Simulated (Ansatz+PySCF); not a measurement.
Values are calculated unless marked as measured or tabulated.
Input for PySCF 2.14.0:

```python
from pyscf import gto, scf, cc

mol = gto.M(atom="""
H 0.000000 0.000000 0.000000
N 0.512200 0.682930 1.478600
""", basis='6-31g', charge=0, spin=0)
mf = scf.RHF(mol)
mf.kernel()
mycc = cc.CCSD(mf, frozen=1).run()
et = mycc.ccsd_t()
print(mf.e_tot, mycc.e_corr, et, mycc.e_tot + et)
```

The script is written out from the run's settings.

Output:

* Converged: yes
* Reference energy: -54.72446 hartree
* CCSD correlation energy: -0.13242 hartree
* Triples correction: -0.00677 hartree
* Total energy: -54.86365 hartree
* Spin squared of the determinant: 0.000

Caution: large amplitudes, a single reference is doubtful; another spin multiplicity may lie lower; an unrestricted determinant lies well below.
